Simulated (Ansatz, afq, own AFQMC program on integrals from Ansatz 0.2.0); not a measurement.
**CH$_{2}$⁺, doublet: AFQMC among the cluster methods**

```xyz
3

C     0.0000    0.0000    0.4178
H     0.0000    0.0000   -1.9292
H     0.0000    0.0000    1.5114
```

Basis cc-pVDZ. Only valence electrons are correlated. Integrals, coupled cluster, full CI and functionals: Ansatz 0.2.0; the random walks run on the same integrals in our own AFQMC program. The CISD trial takes its coefficients from CCSD amplitudes. Released means that phaseless walkers are propagated on without the constraint, phases kept. Error bars are statistical, one sigma.

Determinant: UHF, the one that the program's search chose, which needn't be the lowest solution. The geometry is a point of a scan.

Full CI on the same integrals is exact in this basis and with this determinant's frozen core.

Cautions: strong correlation (T1 0.111, weight of the determinant 0.77, largest double 0.23); unrestricted determinant spin contaminated (⟨S²⟩ 1.53 against 0.75).

- T1 diagnostic: 0.1111
- weight of the determinant in the CISD state: 0.771
- ⟨S²⟩ of the determinant: 1.526
- size of the correlated space: 5 electrons in 23 orbitals

```
  level  correlation energy (eV)
    MP2                  -1.4528
   CCSD                  -2.2900
CCSD(T)                  -2.3671
```

Estimate where phaseless AFQMC with a CISD trial lies against CCSD(T) on the same integrals.

4.0 ± 0.2 kJ/mol below CCSD(T).

Reference: full CI, correlation energy -2.423 eV. The released energy is read at 2.40 1/Eh (meV from the phaseless value at times in 1/Eh: -4.3 ± 2.3 at 0.24, -6 ± 3 at 0.51, -13.1 ± 1.8 at 0.99, -13.9 ± 2.4 at 1.62, -14 ± 4 at 2.40). The cautions show a poor starting determinant, so the rows tell how each method copes with it here, and full CI is the sure value.

```json
{"level": "CCSD(T)", "E − E(reference) (kJ/mol)": "5.4", "share of correlation (%)": "97.70"}
{"level": "CCSDT", "E − E(reference) (kJ/mol)": "0.5", "share of correlation (%)": "99.81"}
{"level": "CCSDT(Q)", "E − E(reference) (kJ/mol)": "0.0", "share of correlation (%)": "99.98"}
{"level": "CCSDTQ", "E − E(reference) (kJ/mol)": "0.0", "share of correlation (%)": "100.00"}
{"level": "ph-AFQMC/HF", "E − E(reference) (kJ/mol)": "-5.2 ± 1.1", "share of correlation (%)": "102.22"}
{"level": "ph-AFQMC/CISD", "E − E(reference) (kJ/mol)": "1.4 ± 0.2", "share of correlation (%)": "99.41"}
{"level": "released AFQMC", "E − E(reference) (kJ/mol)": "0.0 ± 0.3", "share of correlation (%)": "100.01"}
```

CCSDT and higher add their correlation energy to the determinant of the CCSD(T) run, since their own runs factorise the integrals more tightly (a shift of under 2 meV). A walk keeps the symmetry of its determinant, which the program's search chose and which needn't be the lowest solution, so a lower state of the same spin and another symmetry isn't excluded. Released energies are given only where the last usable release times agree within the noise; a slower fall can still hide under it.
